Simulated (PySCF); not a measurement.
HCl, SMILES Cl, singlet (PBE/def2-SVP optimised geometry):

```
2

Cl    -0.648     0.000     0.000
H      0.648     0.000     0.000
```

Method: PySCF with PBE/def2-TZVP.

Q: What are the frontier orbital energies and the dipole moment?

A: HOMO-2 -11.63 eV, HOMO-1 -7.90 eV, HOMO -7.90 eV, LUMO -0.79 eV, LUMO+1 4.15 eV; dipole moment 1.24 D.

On the same geometry PySCF with PBE0/def2-TZVP gives HOMO-2 -13.18 eV, HOMO-1 -9.40 eV, HOMO -9.40 eV, LUMO 0.21 eV, LUMO+1 5.17 eV; dipole moment 1.28 D.

Meta-Löwdin charges at PBE/def2-TZVP: Cl1 -0.21, H2 0.21.
